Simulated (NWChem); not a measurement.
System: acetonitrile (C₂H₃N); SMILES CC#N

NWChem input:

```
start job
memory heap 200 mb stack 900 mb global 1100 mb
geometry units angstroms
  C      0.000000     0.000000    -1.162534
  C      0.000000     0.000000     0.290673
  N      0.000000     0.000000     1.447563
  H      1.019593     0.155513    -1.542979
  H     -0.375118    -0.960750    -1.542979
  H     -0.644475     0.805237    -1.542979
end
basis spherical
  * library def2-svp
end
dft
  xc xpbe96 cpbe96
  iterations 150
end
driver
  maxiter 120
end
task dft optimize
task dft freq
```

The level has its own optimisation; frequencies are unscaled.

Q: What results follow from this input? (PBE/def2-SVP.) Quantities: r C–C (Å); r C–H (Å); r C–N (Å); highest harmonic frequency (cm⁻¹); lowest (cm⁻¹); zero-point energy (kcal/mol); dipole (D).

A: 
```json
{
  "r C–C (Å)": "1.458",
  "r C–H (Å)": "1.108",
  "r C–N (Å)": "1.171",
  "highest harmonic frequency (cm⁻¹)": "3080",
  "lowest (cm⁻¹)": "370",
  "zero-point energy (kcal/mol)": "27.5",
  "dipole (D)": "3.72"
}
```
